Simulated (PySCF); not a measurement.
**A workflow on C2H3FO (SMILES FC1CO1)**

Aim: a geometry optimisation (B97-D/3-21G), then vibrational wavenumbers, then the energy (DF-CCSD(T)/6-31+G*), then the excited states (EOM-CCSD/STO-3G) of C2H3FO. Input form: a Python script.

The results are computed with PySCF 2.14.0.

### Step 1. Starting point

C2H3FO has 7 atoms, charge 0, and is taken as a singlet. SMILES: `FC1CO1`. All atoms were displaced at random from a relaxed shape. The run starts from this shape.

Bond lengths: F1–C2 1.149 Å, C2–C3 1.473 Å, C2–O4 1.418 Å, C3–O4 1.445 Å, C2–H5 1.163 Å, C3–H6 1.098 Å, C3–H7 1.083 Å. Some angles: F1–C2–C3 121.9°, F1–C2–O4 121.3°, C3–C2–O4 59.9°, C2–C3–O4 58.1°, C2–O4–C3 62.0°, F1–C2–H5 118.7°, C3–C2–H5 115.4°, O4–C2–H5 104.5°, C2–C3–H6 125.5°, C2–C3–H7 113.1°.

### Step 2. A geometry optimisation at B97-D/3-21G (sfX2C) (run 1)

The input, input.py:

```python
from pyscf import gto, dft
from pyscf.geomopt.geometric_solver import kernel as optimise

mol = gto.M(
    atom=[
    ('F', (-1.159516, -1.177464, -0.032842)),
    ('C', (-0.649399, -0.168566, -0.235686)),
    ('C', (0.678580, 0.156228, 0.313762)),
    ('O', (0.471751, -0.070266, -1.097804)),
    ('H', (-1.312341, 0.745858, -0.513695)),
    ('H', (0.991023, 1.141604, 0.684050)),
    ('H', (1.088029, -0.633718, 0.930899)),
],
    max_memory=1860,
    cart=True,
    verbose=3,
    charge=0,
    basis='3-21g',
)

mf = dft.RKS(mol)
mf.xc = 'b97-d'
mf = mf.sfx2c1e()
converged, mol_eq = optimise(mf, maxsteps=100, convergence_set='GAU_TIGHT')
print('converged:', converged)
print(mol_eq.tostring())

mf.reset(mol_eq)
mol = mol_eq
mf.kernel()
e_tot = mf.e_tot
print('E = %.10f Eh' % e_tot)
```

The run is started by

```console
$ OMP_NUM_THREADS=1 python input.py
```

Log:

```text
convergence_set           GAU_TIGHT
[... 145 lines left out ...]
converged SCF energy = -251.626744597359
[... 199 lines left out ...]
converged SCF energy = -251.628116470468
[... 200 lines left out ...]
converged SCF energy = -251.628119581668
[... 151 lines left out ...]
converged SCF energy = -251.628118677123
[... 200 lines left out ...]
converged SCF energy = -251.628118974047
[... 188 lines left out ...]
Converged! =D
[... 1 line left out ...]
converged: True
F          -1.23823813       -1.32996395       -0.15339283
C          -0.64050566       -0.07603925       -0.25633264
C           0.65707684        0.17249900        0.41680364
O           0.53819340        0.02185802       -1.11170017
H          -1.38468543        0.71152064       -0.37661734
H           0.91633134        1.17452599        0.75868559
H           1.14732980       -0.66837793        0.90589497
converged SCF energy = -251.628119553632
E = -251.6281195536 Eh
```

Run time: 87 s. Hardware: 1 thread of Arm Neoverse V2, shared host; peak memory 0.46 GiB.

The path in brief:

| step | energy from the first frame kept (eV) | largest force (eV/Å) |
| --- | --- | --- |
| 0 | 0.0000 | 18.2175 |
| 2 | -1.6983 | 3.2261 |
| 4 | -2.0164 | 0.5829 |
| 6 | -2.0224 | 0.1162 |
| 8 | -2.0228 | 0.0176 |
| 10 | -2.0228 | 0.0077 |
| 12 | -2.0228 | 0.0224 |
| 14 | -2.0228 | 0.0348 |
| 16 | -2.0229 | 0.0037 |
| 18 | -2.0229 | 0.0055 |
| 20 | -2.0229 | 0.0020 |
| 22 | -2.0229 | 0.0019 |
| 24 | -2.0229 | 0.0078 |
| 26 | -2.0229 | 0.0047 |
| 28 | -2.0229 | 0.0028 |
| 30 | -2.0229 | 0.0028 |
| 32 | -2.0229 | 0.0051 |
| 34 | -2.0229 | 0.0054 |
| 36 | -2.0229 | 0.0071 |
| 38 | -2.0229 | 0.0024 |
| 40 | -2.0229 | 0.0015 |

After the run. Bond lengths: F1–C2 1.393 Å, C2–C3 1.483 Å, C2–O4 1.460 Å, C2–H5 1.090 Å, C3–H6 1.090 Å, C3–H7 1.089 Å. Angles: F1–C2–C3 119.5°, F1–C2–O4 116.8°, C3–C2–O4 63.1°, F1–C2–H5 111.4°, C3–C2–H5 121.8°, O4–C2–H5 116.0°, C2–C3–H6 120.3°, C2–C3–H7 117.9°, H6–C3–H7 117.5°. A long bond or contact: C3–O4 1.541 Å.

### Step 3. Vibrational wavenumbers at B97-D/3-21G (sfX2C) (run 2)

The input, job.py:

```python
import numpy
from pyscf import gto, dft, symm
from pyscf.hessian import thermo

mol = gto.Mole()
mol.atom = [
    ('F', (-1.012098, -0.966803, 0.128270)),
    ('C', (-0.414366, 0.287122, 0.025330)),
    ('C', (0.883217, 0.535660, 0.698467)),
    ('O', (0.764333, 0.385019, -0.830037)),
    ('H', (-1.158545, 1.074682, -0.094954)),
    ('H', (1.142471, 1.537687, 1.040349)),
    ('H', (1.373470, -0.305217, 1.187558)),
]
mol.max_memory = 1860
mol.basis = '3-21g'
mol.verbose = 3
mol.cart = True
mol.build()

myscf = dft.RKS(mol, xc='b97-d')
myscf = myscf.x2c()
myscf.kernel()

etot = myscf.e_tot
print('Final energy', etot)
hess = myscf.Hessian().kernel()
modes = thermo.harmonic_analysis(mol, hess)
print('frequencies (1/cm)', numpy.round(modes['freq_wavenumber'], 1))
symm.geom.TOLERANCE = 1e-3  # for the symmetry number
th = thermo.thermo(myscf, modes['freq_au'], 200, 101325)
thermo.dump_thermo(mol, th)
```

The run is started by

```console
$ OMP_NUM_THREADS=1 python job.py
```

Log:

```text
converged SCF energy = -251.628119553596
Final energy -251.6281195535958
frequencies (1/cm) [ 398.8  456.2  715.   809.5  908.7 1017.8 1069.4 1116.5 1125.8 1238.5
 1402.4 1509.1 3077.1 3105.8 3180.9]
temperature 200.0000 [K]
pressure 101325.00 [Pa]
Rotational constants [GHz] 18.59465 6.90343 5.93885
Symmetry number 1
Zero-point energy (ZPE) 0.04814 [Eh]   126394.706 [J/mol]
                           tot       elec      trans        rot        vib
Entropy [J/mol/K]       249.527      0.000    151.927     93.593      4.006
Cv [J/mol/K]             36.597      0.000     12.472     12.472     11.654
Cp [J/mol/K]             44.912      0.000     20.786     12.472     11.654
Internal energy [J/mol]                      2494.338   2494.338 127014.836
Internal energy [Eh]   -251.57784  -251.62812
Enthalpy [J/mol]                             4157.230   2494.338 127014.836
Enthalpy [Eh]          -251.57721
Gibbs free energy [J/mol]                  -26228.252 -16224.345 126213.574
Gibbs free energy [Eh] -251.59622
```

Run time: 26 s. Hardware: 1 thread of Arm Neoverse V2, shared host; peak memory 0.61 GiB.

### Step 4. A single-point energy at DF-CCSD(T)/6-31+G(d) (density fitting, spherical functions) (run 3)

The input, run.py:

```python
from pyscf import gto, cc

mol = gto.M(
    atom=[
    ('F', (-1.238238, -1.329964, -0.153393)),
    ('C', (-0.640506, -0.076039, -0.256333)),
    ('C', (0.657077, 0.172499, 0.416804)),
    ('O', (0.538193, 0.021858, -1.111700)),
    ('H', (-1.384685, 0.711521, -0.376617)),
    ('H', (0.916331, 1.174526, 0.758686)),
    ('H', (1.147330, -0.668378, 0.905895)),
],
    verbose=4,
    spin=0,
    basis='6-31+g*',
    max_memory=1860,
)

myscf = mol.RHF()
myscf = myscf.density_fit()
myscf.kernel()

mycc = cc.CCSD(myscf, frozen=4).density_fit()
mycc.kernel()
e_t = mycc.ccsd_t()
etot = mycc.e_tot + e_t
print('E(%s) = %.9f' % ('DF-CCSD(T)', etot))
```

The run is started by

```console
$ OMP_NUM_THREADS=1 python run.py
```

Log:

```text
PySCF version 2.14.0

[... 68 lines left out ...]
converged SCF energy = -251.716930315463
[... 12 lines left out ...]
Init t2, MP2 energy = -252.338050812613  E_corr(MP2) -0.621120497149444
[... 14 lines left out ...]
RCCSD converged
[... 2 lines left out ...]
E(DF-CCSD(T)) = -252.377079751
```

Wall time 28 s (1 thread of Arm Neoverse V2, shared host); peak memory 0.31 GiB.

### Step 5. The vertical excitations at EOM-CCSD/STO-3G (root kind ee, spin of roots singlet) (run 4)

The input, run.py:

```python
import numpy
from pyscf import gto, scf, cc

molecule = gto.M(
    atom=[
    ('F', (-1.238238, -1.329964, -0.153393)),
    ('C', (-0.640506, -0.076039, -0.256333)),
    ('C', (0.657077, 0.172499, 0.416804)),
    ('O', (0.538193, 0.021858, -1.111700)),
    ('H', (-1.384685, 0.711521, -0.376617)),
    ('H', (0.916331, 1.174526, 0.758686)),
    ('H', (1.147330, -0.668378, 0.905895)),
],
    cart=True,
    verbose=3,
    max_memory=1860,
    basis='sto-3g',
)

hf = scf.RHF(molecule)
hf.kernel()

mycc = cc.CCSD(hf)
mycc.kernel()
energy = mycc.e_tot
print('E = %.10f Eh' % energy)

e, vec = mycc.eomee_ccsd_singlet(nroots=10)
roots = numpy.atleast_1d(e) * 27.211386
print('EOM-EE-CCSD roots (eV)')
for i, w in enumerate(roots, 1):
    print('%3d %10.4f' % (i, w))
```

The run is started by

```console
$ OMP_NUM_THREADS=1 python run.py
```

Log:

```text
converged SCF energy = -248.37789047569
E(CCSD) = -248.5990100319844  E_corr = -0.2211195562943268
E = -248.5990100320 Eh
EOM-EE-CCSD roots (eV)
  1     8.0291
  2    10.1696
  3    11.2043
  4    11.6919
  5    12.0049
  6    12.6657
  7    12.9318
  8    13.4881
  9    13.9130
 10    14.7224
```

Wall time 2.4 s (1 thread of Arm Neoverse V2, shared host); peak memory 0.12 GiB.

The roots found:

| excited state | energy (eV) |
| --- | --- |
| 1 | 8.029 |
| 2 | 10.170 |
| 3 | 11.204 |
| 4 | 11.692 |
| 5 | 12.005 |
| 6 | 12.666 |
| 7 | 12.932 |
| 8 | 13.488 |
| 9 | 13.913 |
| 10 | 14.722 |

### Step 6. What came out

```
                                                                  quantity             value
                               run 1, B97-D/3-21G: total energy at the end     -251.62812 Eh
                                         run 1, B97-D/3-21G: dipole moment            2.35 D
                                           run 1, B97-D/3-21G: HOMO energy          -6.28 eV
                                           run 1, B97-D/3-21G: LUMO energy           0.77 eV
                                         run 1, B97-D/3-21G: HOMO–LUMO gap           7.05 eV
                            run 2, B97-D/3-21G: lowest harmonic wavenumber          399 cm⁻¹
                           run 2, B97-D/3-21G: highest harmonic wavenumber         3181 cm⁻¹
                                     run 2, B97-D/3-21G: zero-point energy      126.4 kJ/mol
run 2, B97-D/3-21G: ideal-gas entropy at 200 K (symmetry number 1 as used)  59.6 cal/(mol K)
                                   run 3, DF-CCSD(T)/6-31+G*: total energy     -252.37708 Eh
           run 3, DF-CCSD(T)/6-31+G*: dipole moment (Hartree–Fock density)            3.20 D
            run 3, DF-CCSD(T)/6-31+G*: HOMO energy (Hartree–Fock orbitals)         -12.77 eV
            run 3, DF-CCSD(T)/6-31+G*: LUMO energy (Hartree–Fock orbitals)           2.03 eV
          run 3, DF-CCSD(T)/6-31+G*: HOMO–LUMO gap (Hartree–Fock orbitals)          14.80 eV
    run 3, DF-CCSD(T)/6-31+G*: correlation energy (4 core orbitals frozen)        -660.1 mEh
                                 run 3, DF-CCSD(T)/6-31+G*: (T) correction        -20.33 mEh
                                  run 3, DF-CCSD(T)/6-31+G*: T1 diagnostic             0.015
                 run 4, EOM-CCSD/STO-3G: ground-state or mean-field energy     -248.59901 Eh
              run 4, EOM-CCSD/STO-3G: dipole moment (Hartree–Fock density)            1.66 D
               run 4, EOM-CCSD/STO-3G: HOMO energy (Hartree–Fock orbitals)         -10.02 eV
               run 4, EOM-CCSD/STO-3G: LUMO energy (Hartree–Fock orbitals)          11.05 eV
             run 4, EOM-CCSD/STO-3G: HOMO–LUMO gap (Hartree–Fock orbitals)          21.07 eV
                                run 4, EOM-CCSD/STO-3G: correlation energy        -221.1 mEh
                                     run 4, EOM-CCSD/STO-3G: T1 diagnostic             0.008
                  run 4, EOM-CCSD/STO-3G: lowest singlet excitation energy           8.03 eV
```

The optimisation (run 1, B97-D/3-21G) took 40 steps and changed the energy by -2.023 eV. Mulliken charges (run 1, B97-D/3-21G) run from -0.42 on O4 to +0.26 on C2; they depend strongly on the basis. All 15 modes (run 2, B97-D/3-21G) are real, so the shape is a minimum at this level. Mulliken charges (run 3, DF-CCSD(T)/6-31+G*) of the mean-field density run from -0.48 on O4 to +0.43 on C2; in a basis this large or diffuse they mean little. The triples (run 3, DF-CCSD(T)/6-31+G*) make up 3.1 % of the correlation energy. Excitation energies in a minimal basis are rough.
